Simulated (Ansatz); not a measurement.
`[AlH2][SH]` + `C=N` → `C=[N][AlH2]` + H₂S at 700 K and 1 bar (ligand exchange at the Al–S bond).

Isolated molecules relaxed with PBE0-D4/def2-TZVP in Ansatz; ΔE leaves out vibrations. CCSD(T)/CBS adds triple-zeta CCSD(T) − MP2 to the extrapolated MP2 energy (def2 sets, frozen cores). This one scheme is used for every species.

```
      species  CCSD(T)/CBS energy (Eh)  H − E (kJ/mol)  S (J/(mol·K))
 `[AlH2][SH]`               -641.61836           102.7          330.6
        `C=N`                -94.52360           135.6          268.6
`C=[N][AlH2]`               -337.15304           166.3          356.2
          H₂S               -398.97279            64.8          236.9
```

H − E and S are ideal-gas, rigid-rotor, harmonic terms from PBE0-D4/def2-TZVP. 1 Eh = 2625.50 kJ/mol, R = 8.31446 J/(mol·K).

**Question.** By hand: ΔE, ΔH, ΔS and ΔG.

**Answer.** ΔE = (-337.15304) + (-398.97279) − (-641.61836) − (-94.52360) = 0.01613 Eh = 42.3 kJ/mol. Δ(H − E) = 166.3 + 64.8 − 102.7 − 135.6 = -7.2, so ΔH = 35.1 kJ/mol. ΔS = 356.2 + 236.9 − 330.6 − 268.6 = -6.1 J/(mol·K). ΔG = 35.1 − 700 × (-6.1)/1000 = 39.4 kJ/mol.

**Question.** By hand: the equilibrium constant, and the temperature at which ΔG would vanish if ΔH and ΔS stayed fixed.

**Answer.** log₁₀ K = −ΔG/(RT ln 10) = -2.9. ΔH and −TΔS have one sign here, so there is no such temperature.

The number of gas molecules stays the same, so ΔS is small and ΔH decides. A doubt of 5 kJ/mol in ΔE shifts log₁₀ K by 0.4 here. These are equilibria of isolated gas molecules and say nothing of rates. Largest T1 diagnostic: 0.015 (customary marks: 0.02 for closed shells, 0.045 for open ones).
